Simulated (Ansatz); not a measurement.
Reaction: CH2F2 (SMILES FCF) → CH2F (SMILES [CH2]F, doublet) + F (doublet) (the C-F bond breaks)
Each species at its own B3LYP-D3(BJ)/def2-TZVP minimum (Ansatz, an electronic-structure program).

Property: bond dissociation energy (electronic), in kcal/mol. UHF or UKS for unpaired electrons; spin-orbit terms are left out. CBS(X,Y): correlation extrapolated as X^-3, Hartree-Fock from the larger set (Q,5: extrapolated as (X+1)exp(-9√X)). A bracket is a step between two methods taken in the basis named. The functionals are non-relativistic, so their misses hold any scalar relativity. 'core' is core correlation in cc-pwCVTZ, 'X2C' scalar relativity in cc-pVTZ-DK, both at CCSD(T).

CCSD(T)/CBS(cc-pVQZ,cc-pV5Z) + [CCSDT(Q) - CCSD(T)]/cc-pVTZ + core + X2C (Ansatz) gives 123.7 kcal/mol.

Problem. How far off this value is PBE/def2-TZVPD (Ansatz), in which direction, and which of these levels come nearer: r2SCAN/def2-TZVPD, B3LYP/def2-TZVPD, wB97M-V/def2-TZVPD, CCSD(T)/CBS(cc-pVQZ,cc-pV5Z) + core + X2C?

Solution. PBE gives 125.6 kcal/mol, 1.9 kcal/mol above it. Differences of the others: r2SCAN/def2-TZVPD (Ansatz) -4.6; B3LYP/def2-TZVPD (Ansatz) -4.9; wB97M-V/def2-TZVPD (Ansatz) -0.7; CCSD(T)/CBS(cc-pVQZ,cc-pV5Z) + core + X2C (Ansatz) 0.1 kcal/mol. Nearer than PBE: wB97M-V/def2-TZVPD, CCSD(T)/CBS(cc-pVQZ,cc-pV5Z) + core + X2C.
